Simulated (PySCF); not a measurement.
Compound: C6H10.
Numbering: `[CH2:1]1[CH2:2][C@@H:3]2[CH2:4][C@@H:5]2[CH2:6]1` (hydrogens: H7, H8 on C1; H9, H10 on C2; H11 on C3; H12, H13 on C4; H14 on C5; H15, H16 on C6)

The same species was optimised twice, with GFN2-xTB and with PBE0-D3(BJ)/def2-SVP (PySCF), and the same property calculations (PySCF, gas phase) were run on both structures.

```csv
coordinate,GFN2-xTB,PBE0-D3(BJ)/def2-SVP,change
C3–C5 (Å),1.499,1.508,+0.009
C5–C6 (Å),1.513,1.516,+0.003
C2–C3 (Å),1.513,1.516,+0.003
C4–C5 (Å),1.500,1.502,+0.002
C3–C4 (Å),1.500,1.502,+0.002
C1–C2 (Å),1.536,1.536,0.000
C1–C6 (Å),1.536,1.536,0.000
C2–C3–C4 (°),116.9,117.6,+0.7
C4–C5–C6 (°),116.9,117.6,+0.7
C2–C1–C6 (°),105.8,105.2,-0.6
C2–C3–C5 (°),108.3,107.9,-0.4
C3–C5–C6 (°),108.3,107.9,-0.4
C3–C4–C5 (°),60.0,60.3,+0.3
C1–C6–C5 (°),104.9,104.7,-0.2
C1–C2–C3 (°),104.9,104.7,-0.2
```

Rotational constants: A = 5609, B = 4294, C = 3148 MHz (GFN2-xTB) against A = 5587, B = 4258, C = 3142 MHz (PBE0-D3(BJ)/def2-SVP). Point groups within 0.08 Å: Cs and Cs.

On the GFN2-xTB structure: lowest singlet, TDDFT (eV) 7.56 [CAM-B3LYP/def2-SVPD]; lowest triplet, Tamm–Dancoff (eV) 7.43 [CAM-B3LYP/def2-SVPD]; isotropic polarisability (au) 64.3 [CAM-B3LYP/def2-SVPD]; HOMO (eV) -9.02 [CAM-B3LYP/def2-SVPD]; LUMO (eV) 1.50 [CAM-B3LYP/def2-SVPD]; dipole (D) 0.18 [CAM-B3LYP/def2-SVPD]; HOMO (eV) -7.65 [PBE0/pcSseg-1]; LUMO (eV) 1.50 [PBE0/pcSseg-1]; dipole (D) 0.20 [PBE0/pcSseg-1]; GIAO shielding of C1 (ppm) 164.0 [PBE0/pcSseg-1]; GIAO shielding of C2/C6 (mean) (ppm) 155.7 [PBE0/pcSseg-1]; GIAO shielding of C3/C5 (mean) (ppm) 166.3 [PBE0/pcSseg-1]; GIAO shielding of C4 (ppm) 178.9 [PBE0/pcSseg-1].

What do these properties become on the PBE0-D3(BJ)/def2-SVP structure?

```
                                    property                level  on GFN2-xTB  on PBE0-D3(BJ)/def2-SVP  change
                  lowest singlet, TDDFT (eV)  CAM-B3LYP/def2-SVPD         7.56                     7.48   -0.08
           lowest triplet, Tamm–Dancoff (eV)  CAM-B3LYP/def2-SVPD         7.43                     7.34   -0.09
               isotropic polarisability (au)  CAM-B3LYP/def2-SVPD         64.3                     65.4    +1.1
                                   HOMO (eV)  CAM-B3LYP/def2-SVPD        -9.02                    -8.96   +0.06
                                   LUMO (eV)  CAM-B3LYP/def2-SVPD         1.50                     1.48   -0.02
                                  dipole (D)  CAM-B3LYP/def2-SVPD         0.18                     0.18    0.00
energy, GFN2-xTB geometry as zero (kcal/mol)  CAM-B3LYP/def2-SVPD          0.0                     -0.5    -0.5
                                   HOMO (eV)        PBE0/pcSseg-1        -7.65                    -7.59   +0.06
                                   LUMO (eV)        PBE0/pcSseg-1         1.50                     1.45   -0.05
                                  dipole (D)        PBE0/pcSseg-1         0.20                     0.21   +0.01
energy, GFN2-xTB geometry as zero (kcal/mol)        PBE0/pcSseg-1          0.0                     -0.3    -0.3
                  GIAO shielding of C1 (ppm)        PBE0/pcSseg-1        164.0                    162.5    -1.5
        GIAO shielding of C2/C6 (mean) (ppm)        PBE0/pcSseg-1        155.7                    154.5    -1.2
        GIAO shielding of C3/C5 (mean) (ppm)        PBE0/pcSseg-1        166.3                    165.9    -0.4
                  GIAO shielding of C4 (ppm)        PBE0/pcSseg-1        178.9                    176.9    -2.0
```

The heavy atoms differ by 0.013 Å rms after alignment. Among bonds between heavy atoms C3–C5 changes most (+0.009 Å). Changes are differences of the printed values. Neither structure is proved a minimum here.
